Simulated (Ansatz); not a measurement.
Reaction: CH4S (methanethiol, SMILES CS) → CH3S (SMILES C[S], doublet) + H (doublet) (the H-S bond breaks)
Each species at its own B3LYP-D3(BJ)/def2-TZVP minimum (Ansatz, an electronic-structure program).

Total energies in hartree (Ansatz). Radicals and triplets start from unrestricted determinants; spin-orbit coupling is neglected. Correlated methods leave the cores frozen. No relativity. Where a partner has so few electrons that a lower coupled-cluster level is exact, that level stands in.

```csv
species,HF/cc-pV(T+d)Z,CCSD(T)/cc-pV(T+d)Z,HF/cc-pV(Q+d)Z,CCSD(T)/cc-pV(Q+d)Z,CCSD(T)/cc-pV(D+d)Z,CCSDT(Q)/cc-pV(D+d)Z
1: CH4S (SMILES CS),-437.75855,-438.17177,-437.76503,-438.20283,-438.06168,-438.06294
"2: CH3S (SMILES [S]C, doublet)",-437.15352,-437.52789,-437.15975,-437.55673,-437.42442,-437.42565
3: H (doublet),-0.49981,-0.49981,-0.49995,-0.49995,-0.49928,-0.49928
```

**Question.** Work out the bond dissociation energy (electronic) in kcal/mol: take Hartree-Fock from cc-pV(Q+d)Z, extrapolate the CCSD(T) correlation energy as X^-3 (X = 3, 4), and add CCSDT(Q) - CCSD(T) in cc-pV(D+d)Z. 1 hartree = 627.51 kcal/mol.

**Answer.** 
Species 1: correlation (64·(-0.43780) - 27·(-0.41322))/37 = -0.45574; step -0.00126; E1 = -437.76503 + (-0.45574) + (-0.00126) = -438.22203
Species 2: correlation (64·(-0.39698) - 27·(-0.37437))/37 = -0.41348; step -0.00123; E2 = -437.15975 + (-0.41348) + (-0.00123) = -437.57446
Species 3: correlation (64·(0.00000) - 27·(0.00000))/37 = 0.00000; step +0.00000; E3 = -0.49995 + (0.00000) + (+0.00000) = -0.49995
-1·E1 +1·E2 +1·E3 = 0.14762 hartree = 92.6 kcal/mol.
